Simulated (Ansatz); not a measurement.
Cartesian coordinates in Å:
```
C -1.4499 0.9360 0.2753
Mg 0.2749 -0.1786 -0.0512
N 1.8448 -1.1920 -0.3494
H -1.2891 1.9992 0.0699
H -1.7949 0.8577 1.3110
H -2.2737 0.6066 -0.3658
H 1.9342 -2.1955 -0.2865
H 2.7537 -0.8334 -0.6033
```

Total charge 0; spin multiplicity 1.

(1) List the B3LYP/def2-TZVPP orbital energies in eV (Ansatz). (Estimate.)

Answers

(1) Computed: Occupied: -1273.27, -387.63, -275.53, -83.80, -49.72, -49.68, -49.46, -21.17, -17.68, -11.73, -10.12, -10.12, -9.29, -6.85, -5.92. Lowest empty: -0.91, 0.08, 0.47, 1.31, 2.45, 2.75, 2.77, 3.15.

B3LYP here is the variant with VWN-RPA as its local correlation; programs differ in this.
